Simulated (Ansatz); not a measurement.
Reaction (SMILES): [S]C (CH3-S) → C[S-] (an electron is taken up)
B3LYP-D3(BJ)/def2-TZVP geometries, fixed; electronic energies without zero-point terms; positive where energy is released.

Basis-set convergence of the adiabatic electron affinity at PBE0 with Ansatz (a first-principles code). Cartesian d functions, on some or all atoms, in 6-31G*; all else is spherical. The program fits the integrals of some runs and decomposes those of others, by size. Open shells are unrestricted. No added dispersion term, no relativity. Functions are those of the species that has most. Reference: the value in aug-pcseg-3, 1.724 eV, itself unsure by roughly 0.003 eV (its mean distance from aug-cc-pV(Q+d)Z, def2-QZVPPD). Deviations are taken from unrounded values.

| basis | functions | adiabatic electron affinity (eV) | minus reference (eV) |
|---|---|---|---|
| STO-3G | 17 | -4.174 | -5.898 |
| 6-31G* | 40 | 1.355 | -0.369 |
| pcseg-1 | 47 | 1.620 | -0.104 |
| cc-pV(D+d)Z | 52 | 1.196 | -0.528 |
| pcseg-2 | 106 | 1.570 | -0.154 |
| 6-311++G(3df,3pd) | 140 | 1.722 | -0.002 |
| aug-pcseg-2 | 165 | 1.731 | 0.007 |
| aug-cc-pV(T+d)Z | 170 | 1.725 | 0.001 |
| def2-QZVPPD | 241 | 1.720 | -0.004 |

The smallest set listed that lies within 0.05 eV of the reference with all its larger relatives (same family, alike in diffuse functions; a set with none counts only in the reference's own line) is aug-pcseg-2 (165 functions, 0.007 eV off). Inside, with no larger relative to test it: 6-311++G(3df,3pd), def2-QZVPPD. (Relatives not listed, tested too: aug-cc-pV(Q+d)Z -0.001, aug-pcseg-3 0.000 eV.)
